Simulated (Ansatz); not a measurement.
# NH₃ (triplet): wave-function methods side by side at distance H1–H2 along a hydrogen transfer = 0.779 Å, 6-31G

How much of the correlation energy of NH₃ (triplet) does each wave-function method recover here?

The runs use Ansatz 0.2.0, Gaussian basis; 6-31G, core rule «outside noble gas», up to 1 orbitals frozen.

The runs, in order: UHF; CCSD(T) on ROHF; CCSD(T) on UHF; BCCD(T) on ROHF; CISD; CCSDT(Q) on ROHF; CCSDT(Q) on UHF; CISDTQ; CCSDTQ on ROHF; CCSDTQ on UHF; CASSCF and MRCISD+Q, 4 electrons in 4 orbitals; CASSCF and NEVPT2, 4 electrons in 4 orbitals; CASSCF and MRCISD+Q, 8 electrons in 7 orbitals; CASSCF and NEVPT2, 8 electrons in 7 orbitals; Full CI.

7 further runs of the same task are left out: 5 that didn't finish, 2 set aside as unsound or not needed.

**1. What is computed**

The geometry derives from fragments relaxed apart (PBE0/def2-TZVP) and kept rigid, so it is no stationary point. A hydrogen atom is moved between rigid fragments.

4 atoms, charge 0, spin multiplicity 3.

Atoms are counted from 1 here; the program's logs count them from 0.

Bond lengths: H1–H2 0.779 Å, H2–N3 1.241 Å, N3–H4 1.040 Å. Angles: H1–H2–N3 180.0°, H2–N3–H4 105.0°.

**2. UHF**

in.yaml

```yaml
crystal:
  periodic: [false, false, false]
  atoms:
    - {symbol: H, position_ang: [-1.842925, 0.059434, 0.000000]}
    - {symbol: H, position_ang: [-1.063925, 0.059434, 0.000000]}
    - {symbol: N, position_ang: [0.177075, 0.059434, 0.000000]}
    - {symbol: H, position_ang: [0.446156, -0.944792, 0.000000]}
basis:
  gaussian: {orbitals: 6-31G}
magnetization: {spin_polarized: true, initial_magnetization: 2}
hamiltonian: {xc: hf}
output: {orbitals: {seedname: orbitals}}
```

On the command line:

```sh
ansatz run in.yaml --threads 1 --pin off --events-out ev --progress --plain --max-ram 2393MiB
```

Further steps of the session: CCSD(T) on ROHF; CCSD(T) on UHF; BCCD(T) on ROHF; CISD; CCSDT(Q) on ROHF; CCSDT(Q) on UHF; CISDTQ; CCSDTQ on ROHF; CCSDTQ on UHF; CASSCF and MRCISD+Q, 4 electrons in 4 orbitals; CASSCF and NEVPT2, 4 electrons in 4 orbitals; CASSCF and MRCISD+Q, 8 electrons in 7 orbitals; CASSCF and NEVPT2, 8 electrons in 7 orbitals; Full CI.

**Question.** What will the summary of the whole plan be? Wanted: FCI below the RHF energy; RMP2 from FCI; UMP2 from FCI; RCCSD from FCI; RCCSD(T) from FCI; UCCSD(T) from FCI; RCCSDT(Q) from FCI; UCCSDT(Q) from FCI; NEVPT2 pair from FCI.

**Answer**, as computed:

| quantity | value |
| --- | --- |
| FCI below the RHF energy | -3.1273 eV |
| RMP2 from FCI | +60.7 kJ/mol |
| UMP2 from FCI | +56.5 kJ/mol |
| RCCSD from FCI | +4.4 kJ/mol |
| RCCSD(T) from FCI | +1.1 kJ/mol |
| UCCSD(T) from FCI | +1.1 kJ/mol |
| RCCSDT(Q) from FCI | 0.0 kJ/mol |
| UCCSDT(Q) from FCI | 0.0 kJ/mol |
| NEVPT2 pair from FCI | +49.0 kJ/mol |
| MRCISD+Q pair from FCI | 0.0 kJ/mol |
| NEVPT2 valence from FCI | +33.5 kJ/mol |
| levels within 1 kcal/mol (43 meV) | UCCSD, RCCSD(T), UCCSD(T), BCCD(T), RCCSDT, UCCSDT, CISDTQ, RCCSDT(Q), UCCSDT(Q), RCCSDTQ, UCCSDTQ, MRCISD+Q pair, MRCISD+Q valence |
| T1 diagnostic | 0.034 |
| effectively unpaired electrons | 2.02 |

**Reading.** RCCSD(T) misses by +1.1 kJ/mol, 0.4 % of the correlation energy. One determinant dominates. Of the multireference levels listed MRCISD+Q pair comes nearest in total energy (0.0 kJ/mol), which doesn't show that its space is the better one. These misses are within one basis, not against nature; the frozen cores of restricted and unrestricted runs differ, which can shift their rows.
